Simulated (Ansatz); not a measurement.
## CO₂, singlet: the ladder up to RCCSDTQ

Geometry: a PBE0/def2-TZVP stationary point for this spin, not checked as a minimum.

```xyz
3

C     0.0000    0.0000    0.0000
O     0.0000    0.0000   -1.1568
O     0.0000    0.0000    1.1568
```

Basis cc-pVDZ; Ansatz 0.2.0. Correlated methods freeze the noble-gas cores, which leaves 16 electrons in 39 orbitals. Prefix R: restricted or restricted open-shell reference. Active spaces: valence = (16e, 12o) chosen from the atoms' valence shells.

Full CI isn't at hand for all of this; RCCSDTQ serves as the reference, and is uncertain by about the last step of the cluster series.

The UHF ⟨S²⟩ is 0.000. The T1 diagnostic (RCCSD) is 0.0187 and the largest doubles amplitude (RCCSD) is 0.069.

| level | E − E(RCCSDTQ) (meV) | share of correlation (%) | wall time |
| --- | --- | --- | --- |
| RHF | 13533 | 0.00 | – |
| RMP2 | 464 | 96.57 | – |
| CISD | 1743 | 87.12 | 1.8 s |
| RCCSD | 538 | 96.03 | – |
| RCCSD(T) | 54 | 99.60 | 1.1 s |
| BCCD(T) | 45 | 99.67 | 0.48 s |
| RCCSDT | 47 | 99.65 | – |
| RCCSDT(Q) | -8 | 100.06 | 8.5 s |
| CASSCF (valence space) | 8725 | 35.53 | – |
| NEVPT2 (valence space) | 1311 | 90.31 | 37 s (H100) |
| MRCISD (valence space) | 613 | 95.47 | – |
| MRCISD+Q (valence space) | 51 | 99.62 | 30 s (H100) |

The correlation energy at RCCSDTQ, counted from RHF, is -13.533 eV. That run took 29 s on 2 threads of AMD EPYC 7R13 with a shared H100 80 GB, shared host.

Times hold each run's SCF and search for its determinant on a shared host, so for small cases they say little of a method's own cost; rows without a card ran on 1 thread of AMD EPYC 7R13.

Natural occupations of CASSCF (valence space) about the gap: 1.979 1.979 1.975 1.961 1.961 0.060 0.060 0.032 0.014; effectively unpaired electrons, Σ n²(2−n)², 0.05.

Atomization energy (electronic, same basis, no zero-point term; atoms at the same level, unrestricted beside the R rows where the molecule is a closed shell, with restricted open-shell steps beyond CCSDT(Q)) at RCCSDTQ: 1491.3 kJ/mol. Errors of other levels:

```tsv
level	error (kJ/mol)
RHF	-491.6
RMP2	98.0
CISD	-148.7
RCCSD	-43.7
RCCSD(T)	-3.4
BCCD(T)	-2.1
RCCSDT	-4.1
RCCSDT(Q)	0.8
CASSCF (valence space)	-41.2
NEVPT2 (valence space)	40.1
MRCISD (valence space)	-41.5
MRCISD+Q (valence space)	-10.8
```

This basis is far from its limit, so the value isn't to be set against a measured one. Truncated CI isn't size-consistent, which counts against it in atomization.
